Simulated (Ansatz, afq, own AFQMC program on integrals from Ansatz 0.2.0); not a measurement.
Ru, quintet in def2-TZVPP, levels against CCSDT(Q)

A free Ru atom.

Basis def2-TZVPP with its core potentials. Only valence electrons are correlated. AFQMC by an in-house program on the Cholesky factors that Ansatz 0.2.0 writes for its CCSD(T) run. ph-AFQMC/CISD is guided by a CISD state made of CCSD amplitudes; releasing the constraint for a short imaginary time cuts its bias at the price of noise, slowly where states lie close. Free AFQMC starts from the CCSD state and is never constrained. Its projection time is finite, and what remains of the start isn't in its error. Error bars are statistical, one sigma. No spin–orbit coupling. The metal's outer-core s and p shells are frozen, which shifts wave-function levels against functionals.

Determinant: UHF, the one that the program's search chose, which needn't be the lowest solution.

No full CI on the walks' own integrals is used here; CCSDT(Q) serves as the reference and is uncertain by about the last step of the cluster series.

Cautions: no spin-orbit coupling; outer-core shells of the metal frozen; the released energies are still falling, so no released level is given (meV from the phaseless value at times in 1/Eh: -5.3 ± 1.5 at 0.24, -7 ± 4 at 0.50, -9.0 ± 1.5 at 1.00, -12.9 ± 2.2 at 1.50), though the last usable value meets CCSDT(Q) within the noise.

The T1 diagnostic is 0.0140. The weight of the determinant in the CISD state is 0.939. The ⟨S²⟩ of the determinant is 6.004. The size of the correlated space is 8 electrons in 52 orbitals.

```csv
level,correlation energy (eV)
MP2,-4.9525
CCSD,-5.0102
CCSD(T),-5.1886
```

(1) Estimate where phaseless AFQMC with a CISD trial lies against CCSD(T) on the same integrals.

(1) 6.4 ± 1.7 meV above CCSD(T).

Reference: CCSDT(Q), correlation energy -5.199 eV.

```tsv
level	E − E(reference) (meV)	share of correlation (%)
CCSD(T)	10.2	99.80
CCSDT	3.7	99.93
ph-AFQMC/HF	98.9 ± 15.9	98.10
ph-AFQMC/CISD	16.6 ± 1.7	99.68
free AFQMC	-0.3 ± 2.4	100.01
```

Free projections are given only where their last times agree within the noise and don't stop above the reference; a slow remainder of the start can still hide under it. A walk keeps the symmetry of its determinant, which the program's search chose and which needn't be the lowest solution, so a lower state of the same spin and another symmetry isn't excluded.
